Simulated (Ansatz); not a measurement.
The same path of H + H4Si (6 atoms, charge 0, multiplicity 2) was run twice with different band settings. Lost on the way: Si1–H2. Made: H2–H6.

All numbers below come from UKS BHLYP-D4/def2-SVP (Ansatz 0.2.0).

Relaxed end points:

```xyz
6
Properties=species:S:1:pos:R:3
Si 0.000 0.000 -0.192
H 0.000 0.000 1.289
H 1.395 0.000 -0.688
H -0.697 1.208 -0.689
H -0.697 -1.208 -0.689
H 0.000 0.000 3.890
```

```xyz
6
Properties=species:S:1:pos:R:3
Si 0.001 0.000 -0.569
H 0.000 0.000 2.897
H 1.412 0.000 -1.020
H -0.705 1.222 -1.019
H -0.705 -1.222 -1.019
H 0.000 0.000 3.651
```

Common settings: movable images 7; climbing image yes; spring 5.0 eV/Å²; optimiser quadratic models (default); force threshold 0.03 eV/Å; iteration limit 60; end points relaxed.

| run | start path |
| --- | --- |
| 1 | through a guess of the saddle point |
| 2 | straight line |

Question: What does each run give, and how far can it be trusted?

Answer: Run 1: converged after 6 iterations, highest image 0.130 eV above the first end. A vibrational analysis at the climbing image gives one clearly imaginary mode, 1007i cm⁻¹: a first-order saddle point.
Run 2: converged after 13 iterations, highest image 0.130 eV above the first end. Another band between the same ends (7 images) ends at a top of the same energy, where a vibrational analysis finds 1 clearly imaginary mode.
